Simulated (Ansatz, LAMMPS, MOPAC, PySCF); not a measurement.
# Bulk modulus of cubic BN: levels of theory against measurement

Reference value: 410 GPa (measured, 0 K value with the zero-point phonon effect removed, our sources range from 388 to 410; as tabulated in Mejia-Rodriguez and Trickey (2018), arXiv:1807.09216).

| level (code) | value (GPa) | cell (Å³/atom) | error (%) |
|---|---|---|---|
| ExTeP BN.extep (LAMMPS) | 402 | 5.63 | -2.0 |
| PM6 semi-empirical Hartree-Fock (MOPAC) | 549 | 6.02 | +34 |
| LDA (Ansatz) | 403 | 5.74 | -1.7 |
| PBE (Ansatz) | 372 | 5.95 | -9.3 |
| PBE-D3(BJ) (Ansatz) | 381 | 5.86 | -7.1 |
| r²SCAN+rVV10 (Ansatz) | 395 | 5.86 | -3.7 |
| Hartree–Fock (Ansatz) | 431 | 5.83 | +5.1 |
| MP2 (PySCF) | 399 ± 10 | 5.81 | -2.7 |
| CCSD (PySCF) | 400 ± 10 | 5.80 | -2.4 |

Once the reference is moved by up to 5.3 % (a margin picked here for doubts on the reference and the settings) and values within 1.7 % count as equal, the nearest can be LDA (-1.7 %), ExTeP BN.extep (-2.0 %), CCSD (-2.4 %), MP2 (-2.7 %), r²SCAN+rVV10 (-3.7 %), Hartree–Fock (+5.1 %) or PBE-D3(BJ) (-7.1 %). Among them PM6 semi-empirical Hartree-Fock (MOPAC) (+34 %) misses by most. Within 15 %: ExTeP BN.extep, LDA, PBE, PBE-D3(BJ), r²SCAN+rVV10, Hartree–Fock, MP2, CCSD.

A ± on a computed value is a rough bar: the spread of its extrapolation, a floor set from checks against published values, or a statistical error. PM6 semi-empirical Hartree-Fock (MOPAC): the method was fitted mainly to molecules. PM6 semi-empirical Hartree-Fock (MOPAC): the run uses a supercell at the zone centre in place of a k mesh. Each level is taken at its own relaxed cell. Cutoffs and k meshes differ between the levels. Ansatz's density-functional and Hartree–Fock values are scalar-relativistic unless marked +SOC, with PAW data made under PBE.

Empirical potentials (ExTeP BN.extep) are fitted to chosen data: where that held the value shown, agreement is built in, and what lay outside the fit can be far off.

Differences are worked out from the printed values.

Ansatz is a first-principles code.
